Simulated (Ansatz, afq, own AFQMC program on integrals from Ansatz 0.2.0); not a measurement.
## Where AFQMC and coupled cluster stand for AlSiH3⁺, doublet

```yaml
atoms:
  - { symbol: Si, position_ang: [-1.1719, 0.0063, 0.0220] }
  - { symbol: Al, position_ang: [1.4166, -0.0076, -0.0266] }
  - { symbol: H, position_ang: [-1.7486, 1.3889, 0.0076] }
  - { symbol: H, position_ang: [-1.7365, -0.6584, 1.2401] }
  - { symbol: H, position_ang: [-1.7815, -0.7021, -1.1488] }
```

Connectivity, by distances: SiH3–Al.

Basis cc-pVDZ. Noble-gas cores (and the filled d shells of Ga–Kr and In–Xe) are frozen. AFQMC by an in-house program on the Cholesky factors that Ansatz 0.2.0 writes for its CCSD(T) run. ph-AFQMC/CISD is guided by a CISD state made of CCSD amplitudes; releasing the constraint for a short imaginary time cuts its bias at the price of noise, slowly where states lie close. ± is one standard error of the sampling.

Determinant: UHF, the one that the program's search chose, which needn't be the lowest solution. The geometry is a PBE0/def2-TZVP stationary point of this or a neighbouring charge and spin state.

No full CI on the walks' own integrals is used here; CCSDT(Q) serves as the reference and is uncertain by about the last step of the cluster series.

The T1 diagnostic is 0.0214. The weight of the determinant in the CISD state is 0.879, the ⟨S²⟩ of the determinant is 0.785 and the size of the correlated space is 9 electrons in 41 orbitals.

```json
{"level": "MP2", "correlation energy (eV)": "-3.3962"}
{"level": "CCSD", "correlation energy (eV)": "-4.4329"}
{"level": "CCSD(T)", "correlation energy (eV)": "-4.5406"}
```

Q: Estimate where AFQMC with the constraint released lies against CCSD(T) on the same integrals.

A: 1.34 ± 0.06 mEh below CCSD(T).

Reference: CCSDT(Q), correlation energy -4.574 eV. The released energy is read at 2.40 1/Eh (meV from the phaseless value at times in 1/Eh: -1 ± 3 at 0.24, -2.8 ± 2.3 at 0.51, -8.8 ± 2.3 at 0.99, -9.8 ± 1.8 at 1.62, -8.8 ± 1.7 at 2.40).

```
         level  E − E(reference) (mEh)  share of correlation (%)
       CCSD(T)                    1.21                     99.28
         CCSDT                    0.16                     99.90
 ph-AFQMC/CISD             0.20 ± 0.09                     99.88
released AFQMC            -0.13 ± 0.06                    100.08
```

A walk keeps the symmetry of its determinant, which the program's search chose and which needn't be the lowest solution, so a lower state of the same spin and another symmetry isn't excluded. Released energies are given only where the last usable release times agree within the noise; a slower fall can still hide under it.
